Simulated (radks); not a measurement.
**F²⁺ in [He] 2s2 2p2.75 3s0.25: an all-electron calculation**

One table from this session's results is given with a row withheld; the runs are named, their logs left out.

Method: scalar-relativistic Kohn-Sham, BLYP, spin-polarised, spherical densities, finite nucleus; open shells are filled with parallel spins first. Code: radks (a radial shooting solver on a logarithmic mesh, Libxc functionals) version 1.

## The atom as given

```
element            : fluorine (Z = 9)
charge             : +2
electrons          : 7
configuration      : [He] 2s2 2p2.75 3s0.25
nuclear rms radius : 2.8976 fm
```

Set-up of the first run:

The run's settings:

```text
Z 9
configuration [He] 2s2 2p2.75 3s0.25
relativity scalar-relativistic
functional b88,lyp
spin polarised
nucleus finite rms 2.8976 fm
c 137.035999084
```

One table of the session follows, with a row left open; its other results are not shown here.

It belongs to the step «Radial structure». From the orbitals of this run (lengths in bohr):

```
  level     <r>  outermost maximum (interpolated)  90 % within  nodes
  1s up  0.1765                             0.114        0.316      0
1s down       ?                                 ?            ?      ?
  2s up  0.9008                             0.726         1.41      1
2s down  0.9280                             0.738         1.47      1
  2p up  0.8657                             0.637         1.44      0
2p down  0.9108                             0.655         1.54      0
  3s up   2.841                              2.51         4.20      2
```

Estimate the missing values for 1s down.

The run gave: <r>: 0.1759; outermost maximum (interpolated): 0.114; 90 % within: 0.315; nodes: 0. In the column «<r>» it is the lowest.
